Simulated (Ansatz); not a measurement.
Ideal-gas functions of `C#CS` at 600 K and 1 bar, from an Ansatz frequency run at PBE0-D4/def2-TZVP.

Molar mass 58.1 g/mol, point group Cs (symmetry number 1), electronic degeneracy 1, moments of inertia 1.739, 90.279, 92.018 u Å². Harmonic wavenumbers (cm⁻¹, unscaled): 304, 369, 569, 724, 738, 975, 2173, 2679, 3482.

Use S(trans) = R[1.5 ln M + 2.5 ln T − 1.1517]; rotational temperatures θ = 24.2544 K / I; S(rot) = R[ln(√π/σ · √(T³/θAθBθC)) + 1.5]; for each mode x = 1.438777 ν̃/T, S = R[x/(eˣ − 1) − ln(1 − e⁻ˣ)] and H = RT x/(eˣ − 1); 1 cm⁻¹ = 0.0119627 kJ/mol; R = 8.31446 J/(mol·K).

Question: By hand: the entropy, in J/(mol·K).

Answer: Translation 174.1. Rotation: θ = 13.9473, 0.2687, 0.2636 K, giving 97.1. Vibration, mode by mode: 11.12, 9.60, 6.35, 4.70, 4.58, 2.92, 0.28, 0.10, 0.02, in all 39.7. Electronic 0.0. Sum 310.9 J/(mol·K).

Question: By hand: H − E and G − E in kJ/mol, counted from the electronic energy.

Answer: Zero-point energy ½ × 12013 × 0.0119627 = 71.9; thermal vibration 13.9; translation, rotation and pV give 4 RT = 20.0. H − E = 105.8 kJ/mol, and G − E = 105.8 − 600 × 310.9/1000 = -80.7 kJ/mol.

Vibration gives 13 % of the entropy. The sum counts one conformer and one mirror image; others add a mixing term.
